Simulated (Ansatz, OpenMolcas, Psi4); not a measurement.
**Computed against measured: dipole moment**

6 molecules; the dipole moment in D, computed less measured. Shapes, held fixed at every level: PBE0-D4/def2-TZVP. No vibrational averaging. Dipoles are compared by magnitude; molecules under 1 D, whose direction can flip, are left out. Programs: Ansatz 0.2.0, OpenMolcas 26.06, Psi4 1.11. A level may come from different programs for different species; with the same settings they agree closely. Measured values: NIST CCCBDB.

Levels: A = PBE/def2-TZVP; B = B3LYP/6-31G* (spherical functions); C = PBE0/def2-TZVP.

```json
{"molecule": "SF2 (SMILES FSF)", "measured": "1.05", "A": "-0.15", "B": "+0.09", "C": "+0.01"}
{"molecule": "S2O (Disulfur monoxide)", "measured": "1.47", "A": "-0.13", "B": "0.00", "C": "+0.02"}
{"molecule": "CH2N2 (cyanamide)", "measured": "4.32", "A": "+0.30", "B": "+0.21", "C": "+0.35"}
{"molecule": "C2H3F (SMILES C=CF)", "measured": "1.43", "A": "-0.22", "B": "-0.23", "C": "-0.09"}
{"molecule": "C2H3N (SMILES CC#N)", "measured": "3.92", "A": "+0.02", "B": "-0.13", "C": "+0.10"}
{"molecule": "CH4O (methanol)", "measured": "1.70", "A": "-0.10", "B": "-0.04", "C": "-0.03"}
```

(1) Sum up the errors.

Results:

(1) 
| level | kind | mean error | mean absolute error | worst case |
| --- | --- | --- | --- | --- |
| PBE/def2-TZVP | GGA | -0.047 | 0.153 | CH2N2 |
| B3LYP/6-31G* (spherical functions) | global hybrid | -0.017 | 0.117 | C2H3F |
| PBE0/def2-TZVP | global hybrid | +0.060 | 0.100 | CH2N2 |

On this set PBE0/def2-TZVP has the smallest mean absolute error and PBE/def2-TZVP the largest. PBE/def2-TZVP is too low in 4 of 6; PBE0/def2-TZVP is too high in 4 of 6. The smallest two are near a tie. The largest two are near a tie. The set is small.
